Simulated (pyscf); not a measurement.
5 gas-phase steps of one pattern: substitution at O on the doublet surface, H–O broken and Ge–O or O–Si or O–Sn formed. PySCF, gas phase, ωB97X-D3(BJ)/def2-SVP geometries. Electronic energies in kcal/mol, from the separated reactants; ΔE‡ at ωB97M-D3(BJ)/def2-TZVP, beside the barrier at r²SCAN/def2-TZVP on the same structures. Rows were drawn at random from the steps of this pattern with a verified saddle, stable references and no exit in the data more than 5 kcal/mol lower.

```
row                                                                                                              step  ΔE‡(r²SCAN)   ΔE‡
---  ----------------------------------------------------------------------------------------------------------------  -----------  ----
1           H₂O (SMILES O) + HO–Si•(F)–F (SMILES O[Si](F)F) -> HO–Si(OH)(F)–F (SMILES O[Si](O)(F)F) + H• (SMILES [H])         10.6  14.9
2        H₂O (SMILES O) + HO–Si•(OH)–OH (SMILES O[Si](O)O) → HO–Si(OH)(OH)–OH (SMILES O[Si](O)(O)O) + H• (SMILES [H])         11.4  14.8
3    •H₂Si–O–SiH₃ (SMILES [SiH2]O[SiH3]) + H₂O (SMILES O) -> HO–SiH₂–O–SiH₃ (SMILES O[SiH2]O[SiH3]) + H• (SMILES [H])         16.5  19.7
4        HO–GeH₃ (SMILES [OH][GeH3]) + GeH₃• (SMILES [GeH3]) → H₃Ge–O–GeH₃ (SMILES [GeH3][O][GeH3]) + H• (SMILES [H])         22.1     ?
5        HO–GeH₃ (SMILES [OH][GeH3]) + SnH₃• (SMILES [SnH3]) → H₃Ge–O–SnH₃ (SMILES [GeH3][O][SnH3]) + H• (SMILES [H])         29.2  35.9
```

**Question.** Fit ΔE‡ = a + b·ΔE‡(r²SCAN) to the other rows and predict row 4.

**Answer.** Over the 4 complete rows the means are +16.9 (ΔE‡(r²SCAN)) and 21.3 (ΔE‡); least squares gives b = 1.16 and a = 1.7 kcal/mol, with residuals of 0.7 kcal/mol (root mean square; largest 1.1, row 3). For row 4: 1.7 + 1.16 × (+22.1) = 27.3 kcal/mol. The computed barrier is 28.5 kcal/mol, 1.2 over the line. The line follows the complete rows closely. Each barrier is that of the saddle found. Elements up to Kr have no core potential and no relativistic terms here. Elements past Kr carry the def2 core potentials, without spin-orbit coupling.
